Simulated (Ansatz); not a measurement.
# CHO2+ (SMILES O=C=[OH+]): one structure at several levels

The task here is to estimate one member of a computed series from the others.

Computed with Ansatz 0.2.0, Gaussian basis. Level: single points in def2-TZVPP.

Cores are frozen in the correlated methods. B3LYP uses VWN-RPA correlation.

### Starting geometry

SMILES `O=C=[OH+]`, 4 atoms, charge 1, spin multiplicity 1.

Atoms are counted from 1 here; the program's logs count them from 0.

Bond lengths: O1–C2 1.122 Å, C2–O3 1.327 Å, O3–H4 1.054 Å. Angles: O1–C2–O3 166.4°, C2–O3–H4 120.2°.

Geometry (Å):

```xyz
4
charge 1, multiplicity 1
O     0.4090    0.0781    1.5579
C     0.0767    0.0796    0.4858
O    -0.1267    0.3308   -0.8010
H    -0.5938   -0.3883   -1.4132
```

The first run:

Input file run/in.yaml:

```yaml
crystal:
  periodic: [false, false, false]
  atoms:
    - {symbol: O, position_ang: [0.409000, 0.078100, 1.557900]}
    - {symbol: C, position_ang: [0.076700, 0.079600, 0.485800]}
    - {symbol: O, position_ang: [-0.126700, 0.330800, -0.801000]}
    - {symbol: H, position_ang: [-0.593800, -0.388300, -1.413200]}
basis:
  gaussian: {orbitals: def2-TZVPP}
total_charge: 1
correlation: {method: ccsd_t}
output: {forces: true}
```

The command line of these runs was not kept.

Among the steps run: CCSD(T)/def2-TZVPP; PBE0-D4/def2-TZVPP; wB97M-V/def2-TZVPP; r2SCAN-D4/def2-TZVPP; PBE-D4/def2-TZVPP; B3LYP-D4/def2-TZVPP; B97M-V/def2-TZVPP.

One of the session's tables, all rows but one given; the rest of the session is left out.

```
   method  RMS force component (eV/Å)  angle to CCSD(T) forces (°)
  CCSD(T)                       2.065                    reference
  PBE0-D4                       2.145                         13.3
  wB97M-V                       1.988                         13.9
r2SCAN-D4                           ?                            ?
   PBE-D4                       2.267                          8.9
 B3LYP-D4                       2.043                         10.8
   B97M-V                       2.138                         11.9
```

**Question.** Estimate the row for r2SCAN-D4.

The run gave: RMS force component (eV/Å): 2.198; angle to CCSD(T) forces (°): 6.4. In the column «RMS force component (eV/Å)» it lies between PBE0-D4 (2.145) and PBE-D4 (2.267).
